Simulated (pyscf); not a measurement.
Optimised with ωB97X-D3(BJ)/def2-SVP in PySCF.

Q: `[CH3][Al]([NH2])[NH2]` + `[H][H]` → `[NH2][AlH][NH2]` + `[CH4]`
Surface: singlet. Broken: Al–C, H–H. Formed: Al–H, C–H. Give ΔE‡ and ΔE from ωB97M-D3(BJ)/def2-TZVP, relative to the separated reactants.

A: ΔE‡ = 36.4 kcal/mol, ΔE = -6.6 kcal/mol. Zero-point energy shifts the barrier by +2.7 kcal/mol. It is a four-centre exchange, with an imaginary mode of 1435i cm⁻¹. At the saddle there is also a short Al–H contact that neither side keeps. One saddle was located; it need not be the lowest between these sides.
